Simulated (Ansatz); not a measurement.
Frontier orbitals of `B1CN1`.

```xyz
7

B     0.4184   -0.5211    0.6824
C    -0.4790    0.5889    0.0486
N     0.3373   -0.4088   -0.6519
H     0.9060   -1.1294    1.5723
H    -1.5601    0.4743   -0.0250
H    -0.1453    1.6243   -0.0143
H     0.5227   -0.6283   -1.6121
```

Total charge 0; spin multiplicity 1. The geometry is a stationary point of PBE0-D4/def2-TZVP. Basis def2-TZVPP, Ansatz 0.2.0.

```
functional  HOMO (eV)  LUMO (eV)  gap (eV)
       PBE      -6.41      -0.76      5.65
    revPBE      -6.36      -0.67      5.69
      PBE0      -7.71       0.23      7.94
     B3LYP      -7.48      -0.02      7.46
   ωB97M-V     -10.05       2.04     12.09
        HF     -10.85       3.28     14.13
```

Q: What is the vertical ionisation energy at frozen-core CCSD(T)/CBS(def2)? (Estimate.)

A: Ansatz gave: 10.42 eV (T1 of the cation 0.027).

From PBE to PBE0 the HOMO moves by −1.30 eV and the LUMO by +0.99 eV, and with ωB97M-V by −3.64 and +2.80 eV, so the gap grows from 5.65 to 12.09 eV with exact exchange. A positive LUMO is unbound and depends on the basis. −ε(HOMO) differs from that ionisation energy by −4.01 eV with PBE and −0.37 eV with ωB97M-V.

B3LYP here is the variant with VWN-RPA as its local correlation; programs differ in this.
